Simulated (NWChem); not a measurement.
dimethyl ether (C2H6O); SMILES COC

```xyz
9

C      1.1611     0.0000     0.1847
O      0.0000     0.0000    -0.5811
C     -1.1611     0.0000     0.1847
H      1.2330    -0.8952     0.8362
H      1.2330     0.8952     0.8362
H      2.0215     0.0000    -0.4996
H     -1.2330    -0.8952     0.8362
H     -2.0215     0.0000    -0.4996
H     -1.2330     0.8952     0.8362
```
Atoms are numbered in this order, from 1.

Results from NWChem. Geometry optimised at PBE0/def2-SVP; all other runs use it. 

```
quantity                                                                 level  value
----------------------------------------------------  ------------------------  -----
anisotropy (bohr³), static                                 CAM-B3LYP/def2-SVPD    6.5
vertical, lowest excitation, singlet (eV)             CAM-B3LYP/def2-SVPD, TDA    ___
vertical ionisation energy, ΔSCF (eV)                             PBE/def2-SVP   9.62
cavity-dispersion-structure term (kcal/mol) in water        PBE0/def2-SVP, SMD    ___
dipole (D)                                                       PBE0/def2-SVP    ___
highest harmonic frequency (cm⁻¹)                                PBE0/def2-SVP   3156
```

Question: Fill in the missing entries.

Answer: 
- vertical, lowest excitation, singlet (eV), value: 7.13
- cavity-dispersion-structure term (kcal/mol) in water, value: 3.4
- dipole (D), value: 1.25
